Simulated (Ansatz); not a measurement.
Match the barriers

Saddle point of CH₇OSi, doublet (SiH₄O ([OH][SiH3]) + CH₃ → SiH₃O ([OH][SiH2]) + CH₄; bonds formed: H1–C4; bonds broken: H1–Si2), PBE0-D4/def2-TZVP structure:

H1  (-0.138, -0.420, 0.236)
Si2  (0.925, 0.140, -0.832)
O3  (0.555, 1.745, -0.954)
C4  (-1.270, -0.752, 1.302)
H5  (0.785, -0.550, -2.149)
H6  (2.326, -0.061, -0.359)
H7  (1.065, 2.281, -1.562)
H8  (-0.706, -1.328, 2.026)
H9  (-1.976, -1.301, 0.690)
H10  (-1.566, 0.246, 1.602)
(Å)

Program: Ansatz 0.2.0. Basis: def2-TZVPP, with def2-QZVPP for the basis limit. Cores are frozen in the correlated methods; orbitals are unrestricted. B3LYP uses VWN-RPA correlation. Extrapolation: Hartree–Fock as exp(−7.88 √X), correlation as X^−2.97. Four methods, as single points on the PBE0-D4 structures, gave these electronic barriers from the start structure: 0.219, 0.329, 0.501, 0.933 eV.

Q: The methods were, in alphabetical order, B3LYP-D4, BLYP-D4, CCSD(T), HF. Which gave which? (Judge from chemistry; the calculation decides.)

A: By the calculation: BLYP-D4 0.219; B3LYP-D4 0.329; CCSD(T) 0.501; HF 0.933 eV. For comparison, CCSD(T) at an estimated basis limit (MP2 extrapolated from triple and quadruple zeta, plus CCSD(T) − MP2 in triple zeta) gives 0.474 eV.

T1 diagnostic: at most 0.014. ⟨S²⟩ of the unrestricted Hartree–Fock references: 0.75 to 0.78 (a pure state has 0.75).

Radical steps of this kind take place in plasma deposition and etching.

Labels in which every atom is bracketed show which atoms are joined, not bond orders.

For scale, one of the runs: CCSD(T)/def2-TZVPP, 202 basis functions, launched by `ansatz run in.yaml --threads 4 --pin off --events-out ev --progress --plain --max-ram 9574MiB`. The run took 64 s on 4 CPU threads of a Oxide Virtual Turin-like (shared host), with 6.5 GiB of host memory at its peak.
